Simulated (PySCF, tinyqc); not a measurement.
Worked calculation: CIS on RHF in the sto-6g basis, frozen core, for LiH, spin multiplicity 1. The lowest restricted solution is unstable here: a spin-polarised one lies 0.0129 hartree lower (PySCF). One step of it, computed by the program tinyqc.

Question. CIS matrix, triplets. A(ia,jb) = (e_a - e_i) d_ij d_ab - (ij|ab).

orbital energies (hartree): MO1 -2.411640, MO2 -0.222391, MO3 0.067857, MO4 0.156594, MO5 0.156594, MO6 0.349446

Two-electron integrals over orbitals (pq|rs), unique and non-zero (hartree); the lowest 1 orbital is frozen and left out:
```
(22|22) 0.442363    (32|22) -0.062685   (32|32) 0.024734    (33|22) 0.210266
(33|32) 0.016463    (33|33) 0.325217    (42|42) 0.020440    (43|42) 0.020694
(43|43) 0.041691    (44|22) 0.236817    (44|32) 0.017158    (44|33) 0.278852
(44|44) 0.313125    (52|52) 0.020440    (53|52) 0.020694    (53|53) 0.041691
(54|54) 0.016875    (55|22) 0.236817    (55|32) 0.017158    (55|33) 0.278852
(55|44) 0.279374    (55|55) 0.313125    (62|22) 0.107023    (62|32) -0.048649
(62|33) -0.019115   (62|44) -0.041844   (62|55) -0.041844   (62|62) 0.133627
(63|22) -0.060882   (63|32) 0.020320    (63|33) 0.037199    (63|44) 0.010007
(63|55) 0.010007    (63|62) -0.041493   (63|63) 0.033435    (64|42) -0.017753
(64|43) -0.011333   (64|64) 0.018878    (65|52) -0.017753   (65|53) -0.011333
(65|65) 0.018878    (66|22) 0.410794    (66|32) -0.048666   (66|33) 0.238365
(66|44) 0.255750    (66|55) 0.255750    (66|62) 0.085941    (66|63) -0.045926
(66|66) 0.403287
```

Give: CIS matrix A, triplet.

Answer.

CIS matrix A, triplet (hartree):
```
        2>3     2>4     2>5     2>6
2>3  0.0800  0.0000  0.0000  0.0609
2>4  0.0000  0.1422  0.0000  0.0000
2>5  0.0000  0.0000  0.1422  0.0000
2>6  0.0609  0.0000  0.0000  0.1610
```
